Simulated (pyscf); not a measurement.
This saddle point was located with ωB97X-D3(BJ)/def2-SVP in PySCF.

```
O
H 1 0.9679
H 1 1.1868 2 109.52
O 3 1.3271 1 122.84 2 102.76
H 1 1.1868 2 109.53 3 64.77
```
Charge 0, spin multiplicity 2.

Surface: doublet, charge 0. Lowest wavenumbers (cm⁻¹): 2223i, 510, 732, 1130, 1233.

Q: Which two sides does it connect, and which bonds change?

A: water (H₂O) + hydroxyl (OH•) ⇌ water (H₂O) + hydroxyl (OH•), a four-centre exchange read from left to right: H–O, H–O broken and H–O, H–O formed. At CCSD(T)/def2-TZVPP + ΔMP2(QZVPP) it lies +183.4 kJ/mol from the left side and +183.4 kJ/mol from the right (each side as separated species at their lowest minima found). On the reactant side the descent ends in a complex, 27.6 kJ/mol under the separated species and 195.9 kJ/mol under the saddle at ωB97X-D3(BJ)/def2-TZVP. On the product side the descent ends in a complex, 27.6 kJ/mol under the separated species and 195.9 kJ/mol under the saddle at ωB97X-D3(BJ)/def2-TZVP. At ωB97X-D3(BJ) the barrier from the zero used here is 168.3 kJ/mol. Another saddle between the same species, by other bonds, lies lower (23.9 kJ/mol against 165.4 kJ/mol at ωB97M-D3(BJ)). The CCSD(T) − MP2 part came from Ansatz, without density fitting, on the same reference. Left out: the spin-orbit lowering of OH.
